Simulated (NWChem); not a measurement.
The numbers come from NWChem runs, not from measurements. System: CHN, charge 0, spin multiplicity 1, displaced from the optimised geometry. Level: MP2/cc-pVDZ, 2 core orbitals frozen, spin-restricted.

The NWChem input:

```
start mol
memory heap 200 mb stack 900 mb global 1100 mb
geometry units angstroms nocenter noautoz noautosym
  C      0.000000     0.000000    -0.505970
  N      0.000000     0.000000     0.661277
  H      0.000000     0.000000    -1.864904
end
basis spherical
  * library cc-pvdz
end
scf
  rhf
  nopen 0
  maxiter 100
  thresh 1e-7
  semidirect memsize 60000000 filesize 0
end
mp2
  freeze core 2
end
task mp2 energy
```

Output (cleaned and shortened):

```
             Northwest Computational Chemistry Package (NWChem) 7.3.0
             --------------------------------------------------------

                                NWChem Input Module
                                -------------------

 Scaling coordinates for geometry "geometry" by  1.889725989
 (inverse scale =  0.529177249)

                             Geometry "geometry" -> ""
                             -------------------------

 Output coordinates in angstroms (scale by  1.889725989 to convert to a.u.)

  No.       Tag          Charge          X              Y              Z
 ---- ---------------- ---------- -------------- -------------- --------------
    1 C                    6.0000     0.00000000     0.00000000    -0.50597000
    2 N                    7.0000     0.00000000     0.00000000     0.66127700
    3 H                    1.0000     0.00000000     0.00000000    -1.86490400

 Effective nuclear repulsion energy (a.u.)      22.8436865322

            Nuclear Dipole moment (a.u.)
            ----------------------------
        X                 Y               Z
 ---------------- ---------------- ----------------
     0.0000000000     0.0000000000    -0.5135991778


 Summary of "ao basis" -> "" (spherical)
 ------------------------------------------------------------------------------
       Tag                 Description            Shells   Functions and Types
 ---------------- ------------------------------  ------  ---------------------
 *                          cc-pvdz                   on all atoms

 Summary of "ao basis" -> "ao basis" (spherical)
 ------------------------------------------------------------------------------
       Tag                 Description            Shells   Functions and Types
 ---------------- ------------------------------  ------  ---------------------
 C                          cc-pvdz                  6       14   3s2p1d
 N                          cc-pvdz                  6       14   3s2p1d
 H                          cc-pvdz                  3        5   2s1p

                                 NWChem SCF Module
[...]
     1   1 0 0     -0.000000      0.000000      0.000000
     1   0 1 0      0.000000      0.000000      0.000000
     1   0 0 1     -1.413806      0.000000     -0.513599

     2   2 0 0     -9.025776      0.000000      0.000000
     2   1 1 0      0.000000      0.000000      0.000000
     2   1 0 1     -0.000000      0.000000      0.000000
     2   0 2 0     -9.025776      0.000000      0.000000
     2   0 1 1     -0.000000      0.000000      0.000000
     2   0 0 2     -5.988043      0.000000     28.836029

                   NWChem MP2 Semi-direct Energy/Gradient Module
                   ---------------------------------------------

  Basis functions       =     33
  Molecular orbitals    =     33
  Frozen core           =      2
  Frozen virtuals       =      0
  Active alpha occupied =      5
  Active beta occupied  =      5
  Active alpha virtual  =     26
  Active beta virtual   =     26
  Use MO symmetry       = F
  Use skeleton AO sym   = F

  AO/Fock/Back tols     =   1.0D-09  1.0D-09  1.0D-09

 GA uses MA = F    GA memory limited = T

 Available:
  local mem=  1.26D+08
 global mem=  1.44D+08
 local disk=  0.00D+00
  mp2_memr nvloc                    26
  nvloc new                    26
   1 passes of   5:        2097152                       5536                    249876.
   1 passes of   5: M    126154731           G      144177022           F     124057579.

 Semi-direct pass number   1 of   1  for RHF alpha+beta  at        0.2s
  vrange nnbf                   561
  mp2_eaftype                    10  avail_ma_in_mb                  1099
 EAF : mp2_eaftype filesize          10     124938.
  mp2_eaf for mointskh                     10
Node 0 wrote      0.6 Mb in      0.0 s     Agg I/O rate:   954.3 Mb/s
 Done moints_semi at        0.5s
  mp2_eaftype                    10  avail_ma_in_mb                  1089
 EAF : mp2_eaftype filesize          10     124938.
  mp2_eaf for kh                    10
 Done maket at        0.5s
 Done multipass loop at        0.5s

          -------------------------------------------
          SCF energy                 -92.840153668340
          Correlation energy          -0.292665800977
          Singlet pairs               -0.180980229866
          Triplet pairs               -0.111685571111
          Total MP2 energy           -93.132819469317
          -------------------------------------------

          ---------------------------------------------------
                    Spin Component Scaled (SCS) MP2
          Same spin pairs                     -0.074457047407
          Same spin scaling factor             0.333333333333
          Opposite spin pairs                 -0.218208753570
          Opposite spin scaling fact.          1.200000000000
          SCS-MP2 correlation energy          -0.286669520086
          Total SCS-MP2 energy               -93.126823188426
          ---------------------------------------------------

 -----------------------
 Performance information
 -----------------------

 Timer overhead =  1.98D-07 seconds/call

               Nr. of calls         CPU time (s)                 Wall time (s)                GFlops
             ---------------    -------------------     ------------------------------   -------------------
Name         Min   Avg   Max    Min     Avg     Max     Min     Avg     Max   Mx/calls   Min     Max     Sum
mp2: moin     1     1     1   0.27    0.27    0.27     0.27    0.27    0.27    0.27      0.0     0.0     0.0
mp2: make     1     1     1   7.89E-3 7.89E-3 7.89E-3  7.89E-3 7.89E-3 7.89E-3 7.89E-3   0.0     0.0     0.0
mp2: tota     1     1     1   0.29    0.29    0.29     0.29    0.29    0.29    0.29      0.0     0.0     0.0

 The average no. of pstat calls per process was 3.00D+00
 with a timing overhead of 5.93D-07s

 Task  times  cpu:        0.5s     wall:        0.5s

 Total times  cpu:        0.5s     wall:        0.5s
```
